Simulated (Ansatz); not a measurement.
# B₂H (quartet): the correlation ladder at scale of all distances = 1.488, 6-31G

Aim: climb from Hartree-Fock through coupled cluster and multireference methods for B₂H (quartet) at one geometry and basis, and see what each rung misses.

Method: 6-31G, core rule «outside noble gas», up to 2 orbitals frozen; program: Ansatz 0.2.0, Gaussian basis.

To be run: UHF; CCSD(T) on ROHF; CCSD(T) on UHF; BCCD(T) on ROHF; CISD; CCSDT(Q) on ROHF; CCSDT(Q) on UHF; CISDTQ; CCSDTQ on ROHF; CCSDTQ on UHF; CASSCF and MRCISD+Q, 5 electrons in 5 orbitals; CASSCF and NEVPT2, 5 electrons in 5 orbitals; CASSCF and MRCISD+Q, 7 electrons in 9 orbitals; CASSCF and NEVPT2, 7 electrons in 9 orbitals; Full CI.

14 further runs of the same task are left out: 14 that didn't finish.

### 1 The system

The geometry derives from a PBE0/def2-TZVP stationary point (not a proven minimum). All distances are scaled together.

3 atoms, charge 0, spin multiplicity 4.

Atoms are counted from 1 here; the program's logs count them from 0.

No contacts short enough for the rule that draws bonds.

Coordinates:

```xyz
3

B     0.0000    0.0000    0.1697
B     0.0000    0.0000   -2.0927
H     0.0000    0.0000    1.9230
```

### 2 UHF

in.yaml reads:

```yaml
crystal:
  periodic: [false, false, false]
  atoms:
    - {symbol: B, position_ang: [0.000000, 0.000000, 0.169721]}
    - {symbol: B, position_ang: [0.000000, 0.000000, -2.092674]}
    - {symbol: H, position_ang: [0.000000, 0.000000, 1.922953]}
basis:
  gaussian: {orbitals: 6-31G}
magnetization: {spin_polarized: true, initial_magnetization: 3}
hamiltonian: {xc: hf}
output: {orbitals: {seedname: orbitals}}
```

Started as:

```
ansatz run in.yaml --threads 1 --pin off --events-out ev --progress --plain --max-ram 2393MiB
```

The runs that follow: CCSD(T) on ROHF; CCSD(T) on UHF; BCCD(T) on ROHF; CISD; CCSDT(Q) on ROHF; CCSDT(Q) on UHF; CISDTQ; CCSDTQ on ROHF; CCSDTQ on UHF; CASSCF and MRCISD+Q, 5 electrons in 5 orbitals; CASSCF and NEVPT2, 5 electrons in 5 orbitals; CASSCF and MRCISD+Q, 7 electrons in 9 orbitals; CASSCF and NEVPT2, 7 electrons in 9 orbitals; Full CI.

Before running them: what should the planned runs give, taken together? Wanted: FCI below the RHF energy; RMP2 from FCI; UMP2 from FCI; RCCSD from FCI; RCCSD(T) from FCI; UCCSD(T) from FCI; RCCSDT(Q) from FCI; UCCSDT(Q) from FCI; NEVPT2 pair from FCI.

The runs gave:

```
                         quantity                                                                                     value
         FCI below the RHF energy                                                                                -3.7995 eV
                    RMP2 from FCI                                                                           +33.03 kcal/mol
                    UMP2 from FCI                                                                           +42.42 kcal/mol
                   RCCSD from FCI                                                                            +8.08 kcal/mol
                RCCSD(T) from FCI                                                                            +2.87 kcal/mol
                UCCSD(T) from FCI                                                                            +2.86 kcal/mol
               RCCSDT(Q) from FCI                                                                            +0.52 kcal/mol
               UCCSDT(Q) from FCI                                                                            +0.17 kcal/mol
             NEVPT2 pair from FCI                                                                           +31.70 kcal/mol
           MRCISD+Q pair from FCI                                                                            -1.22 kcal/mol
          NEVPT2 valence from FCI                                                                            +4.11 kcal/mol
levels within 1 kcal/mol (43 meV)  UCCSDT, CISDTQ, RCCSDT(Q), UCCSDT(Q), RCCSDTQ, UCCSDTQ, MRCISD valence, MRCISD+Q valence
                    T1 diagnostic                                                                                     0.063
   effectively unpaired electrons                                                                                      3.20
```

What this shows: RCCSD(T) lands +2.87 kcal/mol from the yardstick (3.3 % of the correlation energy). MRCISD+Q pair falls below full CI: the +Q correction isn't variational, and the cores differ from full CI's. The occupations show some static correlation. Of the multireference levels listed MRCISD+Q valence comes nearest in total energy (+0.16 kcal/mol), which doesn't show that its space is the better one. Coupled cluster took another determinant than the lowest Hartree-Fock one. These misses are within one basis, not against nature; the frozen cores of restricted and unrestricted runs differ, which can shift their rows.
